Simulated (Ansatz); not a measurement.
Wavefunction ladder for C4H8N2, SMILES `CN=CC(C)=N`

```xyz
14

C    -1.8887    1.4178    0.7839
N    -0.7898    0.8076    0.0886
C    -0.2704   -0.2276    0.5901
C     0.8628   -0.9161   -0.0612
C     1.3791   -0.3426   -1.3412
N     1.2997   -1.9486    0.5393
H    -2.7556    1.4553    0.1181
H    -1.6313    2.4547    1.0178
H    -2.1693    0.8990    1.7108
H    -0.6112   -0.6878    1.5274
H     0.5807   -0.2991   -2.0850
H     2.2075   -0.9375   -1.7272
H     1.7080    0.6874   -1.1877
H     2.0785   -2.3626    0.0263
```

Charge 0, multiplicity 1. The geometry is a stationary point of PBE0-D4/def2-TZVP. It is one conformer, not always the lowest. Frozen core, restricted reference, the Gaussian-basis code of Ansatz. CBS rows extrapolate triple and quadruple zeta; past MP2 they add the triple-zeta difference.

| basis | HF (Eh) | MP2 corr. | CCSD corr. | (T) | CCSD(T) total |
| --- | --- | --- | --- | --- | --- |
| def2-TZVPP | -265.10003 | -1.06568 | -1.10700 | -0.05060 | -266.25763 |
| def2-QZVPP | -265.11223 | -1.13552 | – | – | – |
| CBS(def2) | -265.11391 | -1.18725 | -1.22856 | as TZ | -266.39307 |
